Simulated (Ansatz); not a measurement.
Ansatz (a quantum-chemistry and plane-wave program) input file for C2H5NO, SMILES CC(N)=O (connectivity only; charge and spin as stated), charge +1, multiplicity 2, PBE/def2-SVPD. Geometry optimised at B3LYP-D3(BJ)/def2-SVP. The spin state was assumed, not searched. Other conformers were not sampled.

Ansatz 0.2 input:
```yaml
crystal:
  periodic: [false, false, false]
  atoms:
    - {symbol: C, position_ang: [-0.51000176, -1.30586506, 0.00000000]}
    - {symbol: C, position_ang: [0.08282850, 0.08814946, -0.00000000]}
    - {symbol: N, position_ang: [-0.62917171, 1.18504833, -0.00000000]}
    - {symbol: O, position_ang: [1.34621996, 0.08143647, 0.00000000]}
    - {symbol: H, position_ang: [-1.12098863, -1.40709919, 0.91273619]}
    - {symbol: H, position_ang: [-1.12098862, -1.40709919, -0.91273620]}
    - {symbol: H, position_ang: [0.27747923, -2.07227596, -0.00000001]}
    - {symbol: H, position_ang: [-0.19074958, 2.10751481, 0.00000000]}
    - {symbol: H, position_ang: [-1.64727054, 1.13842312, -0.00000000]}
basis:
  gaussian:
    orbitals: def2-SVPD
hamiltonian:
  xc: {name: PBE}
total_charge: 1
magnetization: {spin_polarized: true, initial_magnetization: 1}
```

Output:

```
WARN ansatz: RAYON_NUM_THREADS=1 ignored (pool sized by the plan → 1); use --threads N
Functional definition: PBE
integrals: 0.04 GiB planned
1018 factors; their error is unknown
mean field: 0.44 GiB planned
mean field evaluation 1: about -5657.5151 eV, gradient 5.8e1 eV
mean field evaluation 2: about -5585.2061 eV, gradient 1.2e2 eV
mean field evaluation 4: about -5672.1955 eV, gradient 1.6e1 eV
mean field evaluation 8: about -5673.3002 eV, gradient 8.8e-1 eV
mean field evaluation 16: about -5673.2472 eV, gradient 1.9e-3 eV
mean field evaluation 32: about -5672.2443 eV, gradient 8.9e-6 eV
mean field -5673.24723622 eV, -208.4879904661 hartree, gradient 4.2e-5 eV, S^2 0.753105; 4 other end points of the search recorded, 0 dependent functions left out
reference -5673.24727787 eV, -208.4879919966 hartree; 16, 15 occupied and 107, 108 virtual orbitals, 1018 factors
Total energy: -5673.24727787 eV, -208.4879919966 hartree
```

The run converged.

Cost: around 7 core-seconds (rough).
